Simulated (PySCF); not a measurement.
Gas-phase reaction: 3 AlH₃ + C₃H₈ → 3 AlCH₃ + 4 H₂

Energies from PySCF (xtb for GFN2), thermal terms from the rigid-rotor harmonic-oscillator model, ideal gas at 1 bar. † marks an energy on the PBE0/def2-TZVP geometry and frequencies; other levels use their own. MP2 and CCSD(T) freeze the core. All species are closed-shell singlets. B3LYP is the form with VWN-RPA correlation. AlH₃, AlCH₃: computed as isolated molecules; such fragments, hydroxides, amides, oligomers or adducts are transient or little studied in the gas. MP2 isn't extrapolated to the basis-set limit; its ΔH°(298 K) is 326.1 kJ in def2-SVP and 277.3 kJ in def2-TZVPP. CCSD(T) isn't extrapolated to the basis-set limit; its ΔH°(298 K) is 298.1 kJ in def2-SVP and 258.7 kJ in def2-TZVPP. The harmonic model lacks anharmonicity and excited electronic states, which grow with temperature; levels with a mode under 35 cm⁻¹ are left out. Internal rotation in C₃H₈ is treated as a harmonic vibration of one conformer, which makes the entropy rough.

```json
[
 {"level": "B3LYP/def2-TZVP†", "ΔE electronic, kJ": "280", "ΔH°(298 K), kJ": "256", "ΔS°(298 K), J/K": "351", "ΔG°(1600 K), kJ": "-342"},
 {"level": "CCSD(T)/def2-TZVPP†", "ΔE electronic, kJ": "283", "ΔH°(298 K), kJ": "259", "ΔS°(298 K), J/K": "351", "ΔG°(1600 K), kJ": "-340"},
 {"level": "GFN2-xTB", "ΔE electronic, kJ": "1065", "ΔH°(298 K), kJ": "1028", "ΔS°(298 K), J/K": "361", "ΔG°(1600 K), kJ": "415"},
 {"level": "HF/def2-TZVP†", "ΔE electronic, kJ": "360", "ΔH°(298 K), kJ": "336", "ΔS°(298 K), J/K": "351", "ΔG°(1600 K), kJ": "-262"},
 {"level": "MP2/def2-SVP†", "ΔE electronic, kJ": "350", "ΔH°(298 K), kJ": "326", "ΔS°(298 K), J/K": "351", "ΔG°(1600 K), kJ": "-272"},
 {"level": "MP2/def2-TZVPP†", "ΔE electronic, kJ": "301", "ΔH°(298 K), kJ": "277", "ΔS°(298 K), J/K": "351", "ΔG°(1600 K), kJ": "-321"},
 {"level": "PBE/def2-SVP", "ΔE electronic, kJ": "315", "ΔH°(298 K), kJ": "292", "ΔS°(298 K), J/K": "354", "ΔG°(1600 K), kJ": "-309"}
]
```
ΔH° is lowest at B3LYP/def2-TZVP† and highest at GFN2-xTB. No reference value is set beside these.
